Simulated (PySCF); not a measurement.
# HBrN2, a complex of two parts: interaction energy, part 3 of 3

PySCF 2.14.0. Atoms count from 0, parts from 1. The steps go on from the part before.

## Step 8: Coupled-cluster interaction energy: CCSD(T) and MP2, 2.21 Å

What the job is given:

```
{"job": {"kind": "intercc", "basis": "aug-cc-pVDZ", "basis_mid": "aug-cc-pVTZ", "basis_large": "aug-cc-pVQZ"}, "charge": 0, "multiplicity": 1, "parts": [{"atoms": "0-1", "charge": 0, "multiplicity": 1}, {"atoms": "2-3", "charge": 0, "multiplicity": 1}]}
Br     1.009243     0.111805     0.237557
H     -0.334886     0.032443    -0.221282
N     -2.468628    -0.251739    -0.713218
N     -3.528270    -0.468730    -0.840764
```

Method: CCSD(T)/aug-cc-pVDZ and MP2/aug-cc-pVTZ, aug-cc-pVQZ counterpoise interaction energy, frozen core, gas phase.

Output:

```text
part 1, own basis, geometry of the cluster: E = -2573.0487318575 (as before)

part 2, own basis, geometry of the cluster: E = -108.9860886081 (as before)

part 1, own basis, relaxed alone: E = -2573.0487568405 (as before)

part 2, own basis, relaxed alone: E = -108.9860445120 (as before)

cluster
final grid: 5192 points
cycle   1  E = -2682.0330866013  dE = -1.678e-03  |g| = 2.084e-02  |ddm| = 8.508e-01
cycle   2  E = -2682.0332059954  dE = -1.194e-04  |g| = 1.486e-02  |ddm| = 1.012e-01
cycle   3  E = -2682.0332510093  dE = -4.501e-05  |g| = 4.128e-03  |ddm| = 1.792e-02
cycle   4  E = -2682.0332586760  dE = -7.667e-06  |g| = 5.458e-04  |ddm| = 1.462e-02
cycle   5  E = -2682.0332588953  dE = -2.193e-07  |g| = 1.652e-04  |ddm| = 1.996e-03
cycle   6  E = -2682.0332589118  dE = -1.646e-08  |g| = 3.779e-05  |ddm| = 5.022e-04
cycle   7  E = -2682.0332589127  dE = -9.395e-10  |g| = 1.297e-05  |ddm| = 1.270e-04
converged SCF energy = -2682.0332589127

part 1 in the basis of the cluster
final grid: 5192 points
cycle   1  E = -2573.0487410538  dE = -1.270e-05  |g| = 5.824e-04  |ddm| = 1.892e-01
cycle   2  E = -2573.0487411521  dE = -9.830e-08  |g| = 8.649e-05  |ddm| = 1.703e-02
cycle   3  E = -2573.0487411544  dE = -2.249e-09  |g| = 2.861e-05  |ddm| = 2.101e-03
cycle   4  E = -2573.0487411545  dE = -1.055e-10  |g| = 3.921e-06  |ddm| = 1.681e-04
converged SCF energy = -2573.0487411545

part 2 in the basis of the cluster
final grid: 5192 points
cycle   1  E = -108.9862055886  dE = -1.167e-04  |g| = 1.844e-03  |ddm| = 7.810e-01
cycle   2  E = -108.9862067115  dE = -1.123e-06  |g| = 2.347e-04  |ddm| = 7.326e-02
cycle   3  E = -108.9862067357  dE = -2.424e-08  |g| = 3.613e-05  |ddm| = 1.054e-02
cycle   4  E = -108.9862067361  dE = -3.477e-10  |g| = 2.694e-05  |ddm| = 5.289e-04
converged SCF energy = -108.9862067361

Interaction energy (kcal/mol)
  counterpoise       -1.026
  uncorrected        -1.857
  dispersion part     0.000
  deformation         0.041
  binding            -0.986

Decomposition of the uncorrected value (kcal/mol)
  electrostatic      -2.303
  Pauli               4.442
  orbital            -1.161
  dispersion          0.000
  correlation        -2.835

Charge of each part in the cluster: -0.011 0.011
part 1, own basis, geometry of the cluster: E = -2573.0516608431 (as before)

part 2, own basis, geometry of the cluster: E = -108.9929971544 (as before)

part 1, own basis, relaxed alone: E = -2573.0516877749 (as before)

part 2, own basis, relaxed alone: E = -108.9929504948 (as before)

cluster
final grid: 5192 points
cycle   1  E = -2682.0428407647  dE = -1.633e-03  |g| = 2.087e-02  |ddm| = 7.024e-01
cycle   2  E = -2682.0429636718  dE = -1.229e-04  |g| = 1.482e-02  |ddm| = 6.547e-02
cycle   3  E = -2682.0430085170  dE = -4.485e-05  |g| = 4.198e-03  |ddm| = 1.838e-02
cycle   4  E = -2682.0430164176  dE = -7.901e-06  |g| = 5.682e-04  |ddm| = 1.112e-02
cycle   5  E = -2682.0430166450  dE = -2.274e-07  |g| = 1.839e-04  |ddm| = 1.947e-03
cycle   6  E = -2682.0430166638  dE = -1.887e-08  |g| = 4.398e-05  |ddm| = 5.493e-04
cycle   7  E = -2682.0430166649  dE = -1.038e-09  |g| = 1.644e-05  |ddm| = 1.286e-04
cycle   8  E = -2682.0430166650  dE = -1.269e-10  |g| = 4.003e-06  |ddm| = 4.654e-05
converged SCF energy = -2682.0430166650

part 1 in the basis of the cluster
final grid: 5192 points
cycle   1  E = -2573.0516613673  dE = -2.847e-06  |g| = 2.582e-04  |ddm| = 1.426e-01
cycle   2  E = -2573.0516613882  dE = -2.086e-08  |g| = 3.127e-05  |ddm| = 1.173e-02
cycle   3  E = -2573.0516613886  dE = -4.220e-10  |g| = 7.847e-06  |ddm| = 1.312e-03
converged SCF energy = -2573.0516613886

part 2 in the basis of the cluster
final grid: 5192 points
cycle   1  E = -108.9930273253  dE = -2.980e-05  |g| = 8.787e-04  |ddm| = 6.518e-01
cycle   2  E = -108.9930275553  dE = -2.300e-07  |g| = 8.837e-05  |ddm| = 4.855e-02
cycle   3  E = -108.9930275585  dE = -3.211e-09  |g| = 5.794e-06  |ddm| = 4.615e-03
cycle   4  E = -108.9930275585  dE = -1.614e-11  |g| = 1.595e-06  |ddm| = 2.341e-04
converged SCF energy = -108.9930275585

Interaction energy (kcal/mol)
  counterpoise       -1.141
  uncorrected        -1.817
  dispersion part     0.000
  deformation         0.041
  binding            -1.100

Decomposition of the uncorrected value (kcal/mol)
  electrostatic      -2.267
  Pauli               4.431
  orbital            -1.135
  dispersion          0.000
  correlation        -2.846

Charge of each part in the cluster: -0.011 0.011
part 1 in the basis of the cluster: E(HF) = -2572.973894378  E2 = -0.151611115  E(CCSD corr) = -0.165660106  (T) = -0.003888694
part 2 in the basis of the cluster: E(HF) = -108.961684723  E2 = -0.315157127  E(CCSD corr) = -0.318402387  (T) = -0.013197812
cluster: E(HF) = -2681.933868705  E2 = -0.469668328  E(CCSD corr) = -0.485976271  (T) = -0.017436154

Counterpoise interaction energy (kcal/mol)
  hf_small                   1.073
  mp2_small                 -0.747
  ccsd_small                -0.128
  ccsdt_small               -0.347
  hf_large                   1.049
  mp2_large                 -1.141
  hf_middle                  1.060
  mp2_middle                -1.026
  scs_mp2_large             -0.647
  mp2_limit                 -1.216
  ccsdt_less_mp2             0.400
  ccsdt_limit_estimate      -0.817
  bsse_mp2_large             0.676
```

Wall time 77 s (1 thread of Arm Neoverse V1, shared host); peak memory 0.95 GiB.

Contacts at this geometry (a selection, picked against the atoms' radii; other short pairs can be missing):

```csv
atoms,distance (Å),kind (by distance and angle),angle (°)
H1···N2,2.21,hydrogen bond,173
```

| method | interaction energy (kcal/mol) | from CCSD(T), limit estimate (kcal/mol) |
| --- | --- | --- |
| HF/aug-cc-pVDZ | 1.07 | +1.89 |
| MP2/aug-cc-pVDZ | -0.75 | +0.07 |
| CCSD/aug-cc-pVDZ | -0.13 | +0.69 |
| CCSD(T)/aug-cc-pVDZ | -0.35 | +0.47 |
| HF/aug-cc-pVQZ | 1.05 | +1.87 |
| MP2/aug-cc-pVQZ | -1.14 | -0.32 |
| SCS-MP2/aug-cc-pVQZ | -0.65 | +0.17 |
| MP2, extrapolated | -1.22 | -0.40 |
| CCSD(T), limit estimate | -0.82 | 0 |

## Step 9: Coupled-cluster interaction energy: CCSD(T) and MP2, 3.68 Å

Settings changed since step 8:

```diff
@@ -3,3 +3,3 @@
 H     -0.334886     0.032443    -0.221282
-N     -2.468628    -0.251739    -0.713218
-N     -3.528270    -0.468730    -0.840764
+N     -3.891124    -0.441194    -1.041175
+N     -4.950766    -0.658185    -1.168720
```

Method: CCSD(T)/aug-cc-pVDZ and MP2/aug-cc-pVTZ, aug-cc-pVQZ counterpoise interaction energy, frozen core, gas phase.

Output:

```text
part 1, own basis, geometry of the cluster: E = -2573.0487318575 (as before)

part 2, own basis, geometry of the cluster: E = -108.9860886081 (as before)

part 1, own basis, relaxed alone: E = -2573.0487568405 (as before)

part 2, own basis, relaxed alone: E = -108.9860445120 (as before)

cluster
final grid: 5192 points
cycle   1  E = -2682.0351775561  dE = -5.731e-05  |g| = 5.592e-03  |ddm| = 4.086e-01
cycle   2  E = -2682.0351801314  dE = -2.575e-06  |g| = 4.815e-03  |ddm| = 4.046e-02
cycle   3  E = -2682.0351844445  dE = -4.313e-06  |g| = 5.275e-04  |ddm| = 5.152e-03
cycle   4  E = -2682.0351845762  dE = -1.318e-07  |g| = 8.435e-05  |ddm| = 4.088e-03
cycle   5  E = -2682.0351845797  dE = -3.430e-09  |g| = 2.927e-05  |ddm| = 4.475e-04
cycle   6  E = -2682.0351845800  dE = -2.956e-10  |g| = 8.146e-06  |ddm| = 1.519e-04
converged SCF energy = -2682.0351845800

part 1 in the basis of the cluster
final grid: 5192 points
cycle   1  E = -2573.0487350685  dE = -3.490e-06  |g| = 2.640e-04  |ddm| = 8.253e-02
cycle   2  E = -2573.0487350980  dE = -2.952e-08  |g| = 3.334e-05  |ddm| = 5.915e-03
cycle   3  E = -2573.0487350986  dE = -5.530e-10  |g| = 7.607e-06  |ddm| = 6.265e-04
converged SCF energy = -2573.0487350986

part 2 in the basis of the cluster
final grid: 5192 points
cycle   1  E = -108.9861173900  dE = -2.877e-05  |g| = 7.744e-04  |ddm| = 3.953e-01
cycle   2  E = -108.9861175930  dE = -2.031e-07  |g| = 8.073e-05  |ddm| = 3.476e-02
cycle   3  E = -108.9861175960  dE = -2.939e-09  |g| = 8.851e-06  |ddm| = 4.232e-03
cycle   4  E = -108.9861175960  dE = -2.910e-11  |g| = 4.667e-06  |ddm| = 2.056e-04
converged SCF energy = -108.9861175960

Interaction energy (kcal/mol)
  counterpoise       -0.425
  uncorrected        -0.610
  dispersion part     0.000
  deformation         0.041
  binding            -0.384

Decomposition of the uncorrected value (kcal/mol)
  electrostatic      -0.207
  Pauli               0.018
  orbital            -0.040
  dispersion          0.000
  correlation        -0.382

Charge of each part in the cluster: -0.000 0.000
part 1, own basis, geometry of the cluster: E = -2573.0516608431 (as before)

part 2, own basis, geometry of the cluster: E = -108.9929971544 (as before)

part 1, own basis, relaxed alone: E = -2573.0516877749 (as before)

part 2, own basis, relaxed alone: E = -108.9929504948 (as before)

cluster
final grid: 5192 points
cycle   1  E = -2682.0449879279  dE = -3.501e-05  |g| = 5.543e-03  |ddm| = 2.773e-01
cycle   2  E = -2682.0449904848  dE = -2.557e-06  |g| = 4.805e-03  |ddm| = 2.240e-02
cycle   3  E = -2682.0449947710  dE = -4.286e-06  |g| = 5.275e-04  |ddm| = 5.430e-03
cycle   4  E = -2682.0449949092  dE = -1.382e-07  |g| = 8.850e-05  |ddm| = 2.526e-03
cycle   5  E = -2682.0449949123  dE = -3.067e-09  |g| = 3.052e-05  |ddm| = 3.323e-04
cycle   6  E = -2682.0449949126  dE = -3.320e-10  |g| = 9.192e-06  |ddm| = 1.420e-04
converged SCF energy = -2682.0449949126

part 1 in the basis of the cluster
final grid: 5192 points
cycle   1  E = -2573.0516615847  dE = -8.027e-07  |g| = 1.214e-04  |ddm| = 4.610e-02
cycle   2  E = -2573.0516615914  dE = -6.707e-09  |g| = 1.368e-05  |ddm| = 3.962e-03
cycle   3  E = -2573.0516615915  dE = -9.504e-11  |g| = 1.395e-06  |ddm| = 4.710e-04
converged SCF energy = -2573.0516615915

part 2 in the basis of the cluster
final grid: 5192 points
cycle   1  E = -108.9930041663  dE = -6.963e-06  |g| = 3.958e-04  |ddm| = 2.575e-01
cycle   2  E = -108.9930042312  dE = -6.493e-08  |g| = 4.423e-05  |ddm| = 1.896e-02
cycle   3  E = -108.9930042322  dE = -1.006e-09  |g| = 2.543e-06  |ddm| = 1.853e-03
cycle   4  E = -108.9930042322  dE = -2.615e-12  |g| = 1.117e-06  |ddm| = 4.264e-05
converged SCF energy = -108.9930042322

Interaction energy (kcal/mol)
  counterpoise       -0.428
  uncorrected        -0.530
  dispersion part     0.000
  deformation         0.041
  binding            -0.387

Decomposition of the uncorrected value (kcal/mol)
  electrostatic      -0.204
  Pauli               0.019
  orbital            -0.026
  dispersion          0.000
  correlation        -0.319

Charge of each part in the cluster: -0.000 0.000
part 1 in the basis of the cluster: E(HF) = -2572.973799226  E2 = -0.151052849  E(CCSD corr) = -0.165105543  (T) = -0.003842169
part 2 in the basis of the cluster: E(HF) = -108.961534721  E2 = -0.314723548  E(CCSD corr) = -0.317983043  (T) = -0.013145222
cluster: E(HF) = -2681.935669653  E2 = -0.466112592  E(CCSD corr) = -0.483315662  (T) = -0.017021744

Counterpoise interaction energy (kcal/mol)
  hf_small                  -0.211
  mp2_small                 -0.422
  ccsd_small                -0.353
  ccsdt_small               -0.375
  hf_large                  -0.206
  mp2_large                 -0.428
  hf_middle                 -0.208
  mp2_middle                -0.425
  scs_mp2_large             -0.383
  mp2_limit                 -0.432
  ccsdt_less_mp2             0.047
  ccsdt_limit_estimate      -0.385
  bsse_mp2_large             0.102
```

It took 74 s on 1 thread of Arm Neoverse V1, shared host; peak memory 0.95 GiB.

Contacts at this geometry (a selection, picked against the atoms' radii; other short pairs can be missing):

```csv
atoms,distance (Å),kind (by distance and angle),angle (°)
H1···N2,3.68,beyond van der Waals contact,–
```

Differences are taken before rounding.

| method | interaction energy (kcal/mol) | from CCSD(T), limit estimate (kcal/mol) |
| --- | --- | --- |
| HF/aug-cc-pVDZ | -0.21 | +0.17 |
| MP2/aug-cc-pVDZ | -0.42 | -0.04 |
| CCSD/aug-cc-pVDZ | -0.35 | +0.03 |
| CCSD(T)/aug-cc-pVDZ | -0.37 | +0.01 |
| HF/aug-cc-pVQZ | -0.21 | +0.18 |
| MP2/aug-cc-pVQZ | -0.43 | -0.04 |
| SCS-MP2/aug-cc-pVQZ | -0.38 | 0.00 |
| MP2, extrapolated | -0.43 | -0.05 |
| CCSD(T), limit estimate | -0.38 | 0 |

## Step 10: Coupled-cluster interaction energy: CCSD(T) and MP2, 4.91 Å

Settings changed since step 9:

```diff
@@ -3,3 +3,3 @@
 H     -0.334886     0.032443    -0.221282
-N     -3.891124    -0.441194    -1.041175
-N     -4.950766    -0.658185    -1.168720
+N     -5.076536    -0.599073    -1.314472
+N     -6.136178    -0.816064    -1.442018
```

Method: CCSD(T)/aug-cc-pVDZ and MP2/aug-cc-pVTZ, aug-cc-pVQZ counterpoise interaction energy, frozen core, gas phase.

Output:

```text
part 1, own basis, geometry of the cluster: E = -2573.0487318575 (as before)

part 2, own basis, geometry of the cluster: E = -108.9860886081 (as before)

part 1, own basis, relaxed alone: E = -2573.0487568405 (as before)

part 2, own basis, relaxed alone: E = -108.9860445120 (as before)

cluster
final grid: 5192 points
cycle   1  E = -2682.0349486556  dE = -1.424e-05  |g| = 2.656e-03  |ddm| = 2.232e-01
cycle   2  E = -2682.0349491633  dE = -5.077e-07  |g| = 2.305e-03  |ddm| = 2.408e-02
cycle   3  E = -2682.0349501497  dE = -9.865e-07  |g| = 2.291e-04  |ddm| = 2.537e-03
cycle   4  E = -2682.0349501729  dE = -2.316e-08  |g| = 3.765e-05  |ddm| = 2.404e-03
cycle   5  E = -2682.0349501735  dE = -6.303e-10  |g| = 1.320e-05  |ddm| = 1.744e-04
converged SCF energy = -2682.0349501735

part 1 in the basis of the cluster
final grid: 5192 points
cycle   1  E = -2573.0487336058  dE = -1.690e-06  |g| = 1.620e-04  |ddm| = 4.844e-02
cycle   2  E = -2573.0487336184  dE = -1.259e-08  |g| = 1.796e-05  |ddm| = 3.398e-03
cycle   3  E = -2573.0487336186  dE = -1.842e-10  |g| = 2.918e-06  |ddm| = 3.334e-04
converged SCF energy = -2573.0487336186

part 2 in the basis of the cluster
final grid: 5192 points
cycle   1  E = -108.9860969105  dE = -8.308e-06  |g| = 3.903e-04  |ddm| = 2.124e-01
cycle   2  E = -108.9860969793  dE = -6.883e-08  |g| = 4.367e-05  |ddm| = 2.026e-02
cycle   3  E = -108.9860969803  dE = -1.043e-09  |g| = 5.336e-06  |ddm| = 2.665e-03
cycle   4  E = -108.9860969803  dE = -6.082e-12  |g| = 4.222e-06  |ddm| = 9.478e-05
converged SCF energy = -108.9860969803

Interaction energy (kcal/mol)
  counterpoise       -0.131
  uncorrected        -0.186
  dispersion part     0.000
  deformation         0.041
  binding            -0.091

Decomposition of the uncorrected value (kcal/mol)
  electrostatic      -0.072
  Pauli               0.000
  orbital            -0.010
  dispersion          0.000
  correlation        -0.105

Charge of each part in the cluster: -0.000 0.000
part 1, own basis, geometry of the cluster: E = -2573.0516608431 (as before)

part 2, own basis, geometry of the cluster: E = -108.9929971544 (as before)

part 1, own basis, relaxed alone: E = -2573.0516877749 (as before)

part 2, own basis, relaxed alone: E = -108.9929504948 (as before)

cluster
final grid: 5192 points
cycle   1  E = -2682.0447781918  dE = -7.531e-06  |g| = 2.628e-03  |ddm| = 1.402e-01
cycle   2  E = -2682.0447786437  dE = -4.519e-07  |g| = 2.303e-03  |ddm| = 1.021e-02
cycle   3  E = -2682.0447796251  dE = -9.814e-07  |g| = 2.221e-04  |ddm| = 2.418e-03
cycle   4  E = -2682.0447796480  dE = -2.291e-08  |g| = 3.812e-05  |ddm| = 1.061e-03
cycle   5  E = -2682.0447796485  dE = -5.484e-10  |g| = 1.319e-05  |ddm| = 1.346e-04
converged SCF energy = -2682.0447796485

part 1 in the basis of the cluster
final grid: 5192 points
cycle   1  E = -2573.0516612751  dE = -3.378e-07  |g| = 7.226e-05  |ddm| = 3.298e-02
cycle   2  E = -2573.0516612776  dE = -2.526e-09  |g| = 7.187e-06  |ddm| = 2.325e-03
cycle   3  E = -2573.0516612777  dE = -3.365e-11  |g| = 5.416e-07  |ddm| = 2.153e-04
converged SCF energy = -2573.0516612777

part 2 in the basis of the cluster
final grid: 5192 points
cycle   1  E = -108.9930000520  dE = -2.892e-06  |g| = 2.327e-04  |ddm| = 1.335e-01
cycle   2  E = -108.9930000768  dE = -2.478e-08  |g| = 2.481e-05  |ddm| = 9.053e-03
cycle   3  E = -108.9930000771  dE = -3.379e-10  |g| = 1.303e-06  |ddm| = 8.562e-04
converged SCF energy = -108.9930000771

Interaction energy (kcal/mol)
  counterpoise       -0.132
  uncorrected        -0.162
  dispersion part     0.000
  deformation         0.041
  binding            -0.091

Decomposition of the uncorrected value (kcal/mol)
  electrostatic      -0.071
  Pauli               0.000
  orbital            -0.006
  dispersion          0.000
  correlation        -0.086

Charge of each part in the cluster: -0.000 0.000
part 1 in the basis of the cluster: E(HF) = -2572.973772146  E2 = -0.150968023  E(CCSD corr) = -0.165018567  (T) = -0.003834682
part 2 in the basis of the cluster: E(HF) = -108.961521685  E2 = -0.314654266  E(CCSD corr) = -0.317917537  (T) = -0.013135714
cluster: E(HF) = -2681.935412869  E2 = -0.465711946  E(CCSD corr) = -0.482992756  (T) = -0.016977894

Counterpoise interaction energy (kcal/mol)
  hf_small                  -0.075
  mp2_small                 -0.131
  ccsd_small                -0.110
  ccsdt_small               -0.115
  hf_large                  -0.074
  mp2_large                 -0.132
  hf_middle                 -0.075
  mp2_middle                -0.132
  scs_mp2_large             -0.121
  mp2_limit                 -0.133
  ccsdt_less_mp2             0.016
  ccsdt_limit_estimate      -0.117
  bsse_mp2_large             0.030
```

Wall time 74 s (1 thread of Arm Neoverse V1, shared host); peak memory 0.95 GiB.

Contacts at this geometry (a selection, picked against the atoms' radii; other short pairs can be missing):

```csv
atoms,distance (Å),kind (by distance and angle),angle (°)
H1···N2,4.91,beyond van der Waals contact,–
```

```csv
method,interaction energy (kcal/mol),"from CCSD(T), limit estimate (kcal/mol)"
HF/aug-cc-pVDZ,-0.075,+0.042
MP2/aug-cc-pVDZ,-0.131,-0.014
CCSD/aug-cc-pVDZ,-0.110,+0.007
CCSD(T)/aug-cc-pVDZ,-0.115,+0.002
HF/aug-cc-pVQZ,-0.074,+0.043
MP2/aug-cc-pVQZ,-0.132,-0.015
SCS-MP2/aug-cc-pVQZ,-0.121,-0.004
"MP2, extrapolated",-0.133,-0.016
"CCSD(T), limit estimate",-0.117,0
```

## Step 11: The curve

Counterpoise interaction energies (kcal/mol):

```csv
H1···N2 (Å),HF,MP2 limit,CCSD(T) estimate,time
2.21,1.05,-1.22,-0.82,77 s
2.33,0.45,-1.36,-1.05,77 s
2.45,0.09,-1.37,-1.13,80 s
2.58,-0.13,-1.30,-1.11,81 s
2.70,-0.24,-1.20,-1.04,74 s
3.07,-0.31,-0.84,-0.75,75 s
3.68,-0.21,-0.43,-0.38,74 s
4.91,-0.07,-0.13,-0.12,74 s
```

## Step 12: Outcome

What follows sums up all 3 parts.

| quantity | value |
| --- | --- |
| rotational constants (main isotopes) | 2436.97, 1.23, 1.23 GHz |
| CCSD(T) estimate at 2.21 Å | -0.82 kcal/mol |
| CCSD(T) estimate at 2.33 Å | -1.05 kcal/mol |
| CCSD(T) estimate at 2.45 Å | -1.13 kcal/mol |
| CCSD(T) estimate at 2.58 Å | -1.11 kcal/mol |
| CCSD(T) estimate at 2.70 Å | -1.04 kcal/mol |
| CCSD(T) estimate at 3.07 Å | -0.75 kcal/mol |
| CCSD(T) estimate at 3.68 Å | -0.38 kcal/mol |
| CCSD(T) estimate at 4.91 Å | -0.12 kcal/mol |

What this shows: The start of the PBE0/def2-TZVPD relaxation was shaken at random by about 0.01 Å, so part of the energy gained, and of the first lengths quoted, undoes that. Relaxing lowered the energy by 0.213 eV in 6 steps; the close pair that moved most is N2–N3, from 1.044 to 1.089 Å. No frequency check was run at this level, so the end point may be a saddle. Along the rigid scan the CCSD(T) estimate is lowest at 2.45 Å (-1.13 kcal/mol), where MP2 at the limit misses it by -0.24 and Hartree-Fock by +1.21.
